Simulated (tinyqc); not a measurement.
Worked calculation: RHF in the sto-3g basis, for H2O, spin multiplicity 1. One step of it, computed by the program tinyqc.

Task: Iteration 37 (converged): orbitals. Diagonalise F' = X^T F X, C = X C', fill 5 alpha and 5 beta electrons from the bottom; D = 2 C_occ C_occ^T. Each column has its largest component positive (the first on a tie).

converged F (hartree):
```
             1O 1s      1O 2s     1O 2px     1O 2py     1O 2pz      2H 1s      3H 1s
1O 1s   -20.255644  -5.162269   0.000000  -0.000212  -0.022149  -0.624643  -0.607326
1O 2s    -5.162269  -2.380774   0.000000  -0.001663  -0.034009  -0.633250  -0.620145
1O 2px    0.000000   0.000000  -0.379538   0.000001  -0.000002   0.000001   0.000001
1O 2py   -0.000212  -0.001663   0.000001  -0.171539  -0.001983  -0.339861   0.335404
1O 2pz   -0.022149  -0.034009  -0.000002  -0.001983  -0.220435  -0.253415  -0.251235
2H 1s    -0.624643  -0.633250   0.000001  -0.339861  -0.253415  -0.309331  -0.126794
3H 1s    -0.607326  -0.620145   0.000001   0.335404  -0.251235  -0.126794  -0.301428
```

X:
```
                1          2          3         4          5          6         7
1O 1s   -0.405635   0.021022   0.699608  0.000000  -0.596299  -0.004820  0.234170
1O 2s    0.963049  -0.038820  -0.241259  0.000000  -0.263205  -0.006293  0.495250
1O 2px   0.000000   0.000000   0.000000  1.000000   0.000000   0.000000  0.000000
1O 2py   0.039133   0.846951  -0.001147  0.000000   0.000195   0.660636  0.006851
1O 2pz   0.364168  -0.013843   0.677573  0.000000   0.650155  -0.002189  0.191493
2H 1s   -0.624673  -0.664097  -0.225854  0.000000   0.188975   0.401403  0.386999
3H 1s   -0.557897   0.711658  -0.230041  0.000000   0.192018  -0.411896  0.376805
```

Give: F' = X^T F X; orbital energies; coefficients C; D after iteration 37.

Result:

F' = X^T F X (hartree):
```
         1        2        3        4        5        6        7
1  -0.8014   0.0760   2.8648   0.0000  -2.4504  -0.0168   1.0834
2   0.0760   0.4915  -0.1698   0.0000   0.1519   0.0796  -0.0725
3   2.8648  -0.1698  -8.0551   0.0000   8.1180   0.0779  -4.6157
4   0.0000   0.0000   0.0000  -0.3795   0.0000   0.0000   0.0000
5  -2.4504   0.1519   8.1180   0.0000  -8.8029  -0.0836   4.9707
6  -0.0168   0.0796   0.0779   0.0000  -0.0836  -0.4976   0.0498
7   1.0834  -0.0725  -4.6157   0.0000   4.9707   0.0498  -3.8031
```

orbital energies (hartree): MO1 -20.2636, MO2 -1.1632, MO3 -0.5029, MO4 -0.3878, MO5 -0.3795, MO6 0.3467, MO7 0.5022

coefficients C:
```
            MO1      MO2      MO3      MO4      MO5      MO6      MO7
1O 1s    0.9946  -0.2456   0.0021   0.0771   0.0000  -0.0964  -0.0033
1O 2s    0.0227   0.9289  -0.0107  -0.3910   0.0000   0.5338   0.0195
1O 2px   0.0000   0.0000   0.0000   0.0001   1.0000   0.0000   0.0000
1O 2py   0.0000   0.0017   0.5923  -0.0070   0.0000  -0.0210   0.8967
1O 2pz   0.0021   0.0493   0.0097   0.7638  -0.0001   0.6820   0.0174
2H 1s   -0.0037   0.1286   0.4632   0.3506   0.0000  -0.6483  -0.6742
3H 1s   -0.0036   0.1255  -0.4553   0.3648   0.0000  -0.6780   0.6350
```

D after iteration 37:
```
          1O 1s    1O 2s  1O 2px   1O 2py   1O 2pz    2H 1s    3H 1s
1O 1s    2.1111  -0.4716  0.0000   0.0006   0.0979  -0.0145  -0.0144
1O 2s   -0.4716   2.0329  0.0000  -0.0040  -0.5057  -0.0453  -0.0424
1O 2px   0.0000   0.0000  2.0000   0.0000   0.0000   0.0000   0.0000
1O 2py   0.0006  -0.0040  0.0000   0.7018   0.0010   0.5442  -0.5440
1O 2pz   0.0979  -0.5057  0.0000   0.0010   1.1718   0.5573   0.5607
2H 1s   -0.0145  -0.0453  0.0000   0.5442   0.5573   0.7080  -0.1337
3H 1s   -0.0144  -0.0424  0.0000  -0.5440   0.5607  -0.1337   0.7122
```
